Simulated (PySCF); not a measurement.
Species: nitrosyl fluoride, FNO.
SMILES: `O=NF`

Theory: TDDFT wB97X-D/def2-SVPD, vertical, gas phase, core orbitals frozen in the response in PySCF. Geometry: PBE0-D3(BJ)/def2-SVP; no solvent, vibrations or thermal averaging.

| state | E (eV) | λ (nm) | f | symmetry | main configurations (H = HOMO, L = LUMO) |
| --- | --- | --- | --- | --- | --- |
| S1 | 4.02 | 308.6 | 0.0020 | – | H→L (99%) |
| S2 | 6.25 | 198.3 | 0.0003 | – | H-1→L (98%) |
| S3 | 7.10 | 174.6 | 0.0053 | A′ | H-2→L (79%), H→L+1 (20%) |
| S4 | 9.49 | 130.7 | 0.078 | A′ | H-1→L+1 (67%), H→L+1 (26%) |
| S5 | 9.71 | 127.8 | 0.0011 | – | H-3→L (91%) |
| S6 | 9.91 | 125.2 | 0.0012 | – | H-2→L+1 (92%) |

The lowest singlet comes at 309 nm (388 kJ/mol) in the ultraviolet; it is very weak; its leading configuration is HOMO→LUMO (99%). The most intense listed level is S4 at 9.49 eV (131 nm, f = 0.078), 5.47 eV above S1. Löwdin shares by element: HOMO oxygen 39%, fluorine 31%, nitrogen 30%; LUMO nitrogen 52%, oxygen 40%, fluorine 8%. The listed states span 5.89 eV, and the widest gap between neighbours is 2.39 eV (S3 to S4). Of the 6 states listed, 1 reaches f = 0.01 and 1 stays under 0.0005. The oscillator strengths of these states sum to 0.088; summed over the whole spectrum of an exact calculation they would give the number of electrons, 24 (Thomas–Reiche–Kuhn). No computed singlet lies in the visible range (380 to 750 nm); the lowest, at 309 nm, stands 0.75 eV above its violet end (3.26 eV). Symmetry labels in Cs follow from the direction of the transition dipole and are given only for states with f of 0.002 or more. Singlets were solved by full linear response.
